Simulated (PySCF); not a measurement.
Compound: benzvalene, C₆H₆.
SMILES: `C1=CC2C3C1C23`

The calculation used TDDFT B3LYP/def2-SVPD, vertical, gas phase, core orbitals frozen in the response in PySCF. Geometry: GFN2-xTB; no solvent, vibrations or thermal averaging.

```json
{"state": "S1", "E (eV)": "5.54", "ν̃ (cm⁻¹)": "44650", "f": "0.051", "symmetry": "B1 or B2", "main configurations (H = HOMO, L = LUMO)": "H→L (96%)"}
{"state": "S2", "E (eV)": "6.04", "ν̃ (cm⁻¹)": "48680", "f": "0.031", "symmetry": "B1 or B2", "main configurations (H = HOMO, L = LUMO)": "H→L+1 (97%)"}
{"state": "S3", "E (eV)": "6.16", "ν̃ (cm⁻¹)": "49710", "f": "0.0000", "symmetry": "–", "main configurations (H = HOMO, L = LUMO)": "H-1→L (99%)"}
{"state": "S4", "E (eV)": "6.53", "ν̃ (cm⁻¹)": "52680", "f": "0.0000", "symmetry": "–", "main configurations (H = HOMO, L = LUMO)": "H→L+2 (99%)"}
{"state": "S5", "E (eV)": "6.56", "ν̃ (cm⁻¹)": "52890", "f": "0.0028", "symmetry": "B1 or B2", "main configurations (H = HOMO, L = LUMO)": "H→L+4 (97%)"}
{"state": "S6", "E (eV)": "6.68", "ν̃ (cm⁻¹)": "53890", "f": "0.013", "symmetry": "A1", "main configurations (H = HOMO, L = LUMO)": "H→L+3 (98%)"}
{"state": "S7", "E (eV)": "7.22", "ν̃ (cm⁻¹)": "58250", "f": "0.010", "symmetry": "B1 or B2", "main configurations (H = HOMO, L = LUMO)": "H→L+5 (98%)"}
{"state": "S8", "E (eV)": "7.23", "ν̃ (cm⁻¹)": "58300", "f": "0.0000", "symmetry": "–", "main configurations (H = HOMO, L = LUMO)": "H→L+6 (99%)"}
```

Triplets, Tamm–Dancoff:

```
state  E (eV)  λ (nm)  main configurations (H = HOMO, L = LUMO)
   T1    3.64   340.6                                 H→L (97%)
   T2    5.94   208.9                               H-1→L (99%)
   T3    5.97   207.8                               H→L+1 (96%)
```

The lowest singlet comes at 224 nm (534 kJ/mol) in the ultraviolet; it is of moderate strength; its leading configuration is HOMO→LUMO (96%). The lowest level is also the most intense of those listed (f = 0.051). S7/S8 lie within about 0.01 eV of each other. Löwdin shares by element: HOMO carbon 77% or more (atoms not listed hold the other 23%); LUMO carbon 74% or more (atoms not listed hold the other 26%). Orbital energies (eV): HOMO-3 -9.84, HOMO-2 -8.39, HOMO-1 -7.49, HOMO -6.07, LUMO 0.01, LUMO+1 0.83, LUMO+2 1.33. The listed states span 1.69 eV, and the widest gap between neighbours is 0.54 eV (S6 to S7). Weighted by f, the mean energy of these states is 6.01 eV. Symmetry labels in C2v follow from the direction of the transition dipole and are given only for states with f of 0.002 or more; B1 and B2 swap with the choice of axes. The window holds the lowest 8 singlets.
